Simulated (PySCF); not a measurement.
Sulfuryl chloride, Cl₂O₂S.
Numbering: `[O:1]=[S:2](=[O:3])([Cl:4])[Cl:5]`

The closed-shell SCF was solved with PySCF and density fitting under several settings on one GFN2-xTB geometry (grid level 2 and gas phase unless stated).

```tsv
settings	basis functions	SCF cycles	E (Eh)	HOMO (eV)	LUMO (eV)	dipole (D)
PBE0/pcSseg-1	106	13	-1468.2969	-9.98	-3.48	1.65
CAM-B3LYP/def2-SVPD	127	13	-1468.4420	-11.45	-2.55	1.93
PW91/cc-pCVDZ, energy threshold 1e-07 Eh	117	11	-1468.9268	-8.10	-4.11	1.22
BLYP/pcSseg-1	106	16	-1468.8938	-8.16	-4.19	1.47
PBE0/pcSseg-0, grid level 3	57	14	-1466.2792	-10.45	-4.38	1.33
PBE0/def2-SVPD	127	13	-1467.8677	-10.04	-3.60	1.77
```

Question: Estimate the row for these settings: PBE0/pcSseg-2, IEF-PCM chloroform.

Answer: 
```csv
settings,basis functions,SCF cycles,E (Eh),HOMO (eV),LUMO (eV),dipole (D)
"PBE0/pcSseg-2, IEF-PCM chloroform",201,13,-1468.5502,-9.88,-3.19,2.25
```

Question: Over all rows, what range does the HOMO–LUMO gap span?

Answer: From 3.97 eV (BLYP/pcSseg-1) to 8.90 eV (CAM-B3LYP/def2-SVPD). The functional of the narrowest has no exact exchange, that of the widest range-separated exact exchange.

Question: And the dipole moment?

Answer: From 1.22 D (PW91/cc-pCVDZ, energy threshold 1e-07 Eh) to 2.25 D (PBE0/pcSseg-2, IEF-PCM chloroform); the largest is 1.84 times the smallest, and the median is 1.65 D.

Question: Compare two rows with the functional PBE0: PBE0/pcSseg-1 and PBE0/pcSseg-0, grid level 3. Which energy is lower, and by how much?

Answer: PBE0/pcSseg-1 (106 functions) lies 2.0177 Eh or 1266 kcal/mol below PBE0/pcSseg-0, grid level 3 (57 functions).

Cycle counts include a coarse-grid stage where the run had one. Geometry: GFN2-xTB; no vibrations or thermal averaging.
